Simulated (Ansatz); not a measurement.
We consider hcp Tl, described by HSE06 in Ansatz (plane waves, PAW).

Numerical settings: plane-wave cutoff 500 eV, 6×4×1 k mesh (along the axes of the cell as run), Fermi–Dirac smearing 0.1 eV, scalar-relativistic PAW data made under PBE.

The cell is the one relaxed with r²SCAN.

Question: Give the computed surface energy of the (11-20) face and work function of the (11-20) face.

Answer: 
- surface energy of the (11-20) face = 0.35 J/m²
- work function of the (11-20) face = 3.57 eV

Note: exact exchange on metals is sensitive to the k mesh and can open a false gap.

The slab of 12 atoms is relaxed and unreconstructed.

Spin–orbit coupling is not included; it can shift volumes and moduli of such heavy elements.

Ansatz is a program for electronic structure.
